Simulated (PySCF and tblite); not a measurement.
C4H4N2, numbered as in [N:1]#[C:2][CH2:3][CH2:4][C:5]#[N:6].

Search: ETKDG and KDG, MMFF94s, GFN2-xTB, 90 starts; geometries at PBE0-D3(BJ)/def2-SVP. Weights use PBE0-D3(BJ)/def2-TZVP energies plus GFN2-xTB zero-point and thermal terms (modes under about 100 cm⁻¹ blended into free rotors). Symmetry numbers and mirror images are counted. Conformers within 4 kcal/mol (GFN2-xTB free energy) were kept, 7 at most. GIAO shieldings: PBE0/pcSseg-1. Shifts are against TMS (¹H), TMS (¹³C), NH3 (¹⁵N) at the same level. Programs: PySCF with density fitting and tblite.

What shifts does this protocol give at 298.15 K under fast conformational exchange?

¹H: 2.32 (H3/H4, 4H) ppm. ¹³C: 121.4 (C2/C5), 15.9 (C3/C4) ppm. ¹⁵N: 311.6 (N1/N6) ppm.

How do the conformers differ?

Torsions listed: C2–C3–C4–C5. Of a mirror pair one member is shown.
```csv
conformer,shape,weight %
1,180°,73.5
2,-66°,26.5
```

```json
{"signal": "H3/H4", "1": "2.35", "2": "2.26", "average": "2.32"}
{"signal": "C2/C5", "1": "121.4", "2": "121.4", "average": "121.4"}
{"signal": "C3/C4", "1": "15.8", "2": "16.3", "average": "15.9"}
{"signal": "N1/N6", "1": "311.1", "2": "312.8", "average": "311.6"}
```

Unscaled ¹⁵N shifts at such levels can be off by tens of ppm; differences between conformers or isomers are more reliable. Shifts are unscaled: against experiment ¹³C can be off by 15 ppm or more and ¹H by 0.8 ppm.


¹⁵N shifts are against a computed isolated NH3 molecule, about 20 ppm from the liquid.